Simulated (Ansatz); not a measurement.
hcp Ti was calculated with BLYP (PAW; Ansatz, a first-principles code).

Settings: plane-wave cutoff 520 eV, 24×24×12 k mesh (along the axes of the cell as run), Fermi–Dirac smearing 0.05 eV, no spin polarisation, scalar-relativistic PAW data made under PBE.

Response to compression and expansion:

Shape and atoms are relaxed at each volume.

```tsv
V (Å³/atom)	P (GPa)	c (Å)	a (Å)
17.078	4.64	4.623	2.921
17.434	2.21	4.653	2.942
17.790	0.00	4.683	2.962
18.146	-2.01	4.712	2.982
18.501	-3.84	4.741	3.002
```

Note: the bulk modulus comes from volumes at which shape and atoms were relaxed.
